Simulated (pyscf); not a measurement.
Structures and frequencies: ωB97X-D3(BJ)/def2-SVP in PySCF. MP2 and CC: frozen core, UHF for open shells. ΔMP2 is the change of the MP2 total energy from the triple- to the quadruple-zeta basis.

Task: PH₃ (SMILES P) + O=SiH₂ (SMILES O=[SiH2]) → H₃Si–O–PH₂ (SMILES [SiH3]OP)
Surface: singlet. Broken: H–P. Formed: O–P, H–Si. Give ΔE‡ and ΔE from CCSD(T)/def2-TZVPP + ΔMP2(QZVPP), relative to the separated reactants.

Result: ΔE‡ = 22.0 kcal/mol, ΔE = -41.6 kcal/mol. Zero-point energy shifts the barrier by +2.1 kcal/mol. It is an addition across a multiple bond or ene-type step, with an imaginary mode of 695i cm⁻¹. On the reactant side the descent ends in an adduct with a P–Si contact (not fully relaxed), 17.5 kcal/mol under the separated species and 34.8 kcal/mol under the saddle at ωB97X-D3(BJ)/def2-TZVP. At ωB97X-D3(BJ)/def2-TZVP the barrier from the zero used here is 17.3 kcal/mol. H₃Si–O–PH₂ lies 5.7 kcal/mol over its isomer HO–SiH₂–PH₂ (electronic energy, ωB97M-D3(BJ)/def2-TZVP). This is the saddle that the search found; another between the same sides may lie lower. The CCSD(T) − MP2 part came from Ansatz, without density fitting, on the same reference.
